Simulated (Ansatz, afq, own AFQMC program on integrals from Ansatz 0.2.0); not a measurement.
**AFQMC, coupled cluster and functionals along a coordinate of AlH$_{3}$, triplet**

```xyz
4

Al    0.0000    0.0744   -0.0956
H     0.0000   -1.3724   -0.7540
H     0.4207   -0.3098    1.6570
H    -0.4207   -0.3098    1.6570
```

The Al1–H3 distance is changed with both sides rigid. Energies in eV count from this geometry (1.843 Å) at the same level; the start stands on UHF, each point on the determinant named.

Basis 6-31G. Only valence electrons are correlated. Ansatz 0.2.0 and our own AFQMC program on the same integrals; the CISD trial comes from CCSD amplitudes, and released means the phaseless constraint is let go. Error bars are statistical, one sigma.

Cautions, each for one point or more: lower spins were not checked; strong correlation.

```
r(Al1–H3) / Å  det.     T1  weight  ⟨S²⟩  CCSD(T)   ph-AFQMC/CISD  released AFQMC    FCI  CCSDT(Q)    MP2  r2SCAN
        1.663   UHF  0.013    0.95  2.00    0.181  0.182 ± 0.0008  0.182 ± 0.0005  0.182     0.182  0.169   0.148
        2.076   UHF  0.014    0.95  2.00    0.096  0.095 ± 0.0009  0.094 ± 0.0004  0.094     0.094  0.132   0.097
        2.563   UHF  0.051    0.90  2.04    0.916   0.910 ± 0.001  0.904 ± 0.0009  0.897     0.898  1.071   0.843
        3.426   UHF  0.016    0.95  2.00    0.949  0.947 ± 0.0009  0.946 ± 0.0004  0.945     0.945  0.918   1.220
        4.927   UHF  0.015    0.95  2.00    0.830  0.828 ± 0.0008  0.827 ± 0.0004  0.828     0.828  0.793   1.258
```

Weight is that of the determinant in the CISD state; at the start T1 is 0.013 and the weight 0.95, and ⟨S²⟩ is 2.00. Symmetry can't show for every point that it stays on the start's state. Largest departures from full CI: CCSD(T) 0.019 eV at 2.563 (on UHF), ph-AFQMC/CISD 0.013 eV at 2.563 (on UHF), released AFQMC 0.006 eV at 2.563 (on UHF), CCSDT(Q) 0.000 eV at 2.563 (on UHF), MP2 0.174 eV at 2.563 (on UHF). The functionals aren't scored here. In this small basis the wave-function levels are far from their limit, so their gap to the functionals isn't the functionals' error.

Some points may be missing: those where a free walk finds a much lower state, and past Zn most of those on another determinant than at the start.

CCSDT and higher add their correlation energy to the determinant of the CCSD(T) run, since their own runs factorise the integrals more tightly (a shift of under 2 meV). A walk keeps the symmetry of its determinant, which the program's search chose and which needn't be the lowest solution, so a lower state of the same spin and another symmetry isn't excluded. Released energies are given only where the last usable release times agree within the noise; a slower fall can still hide under it.
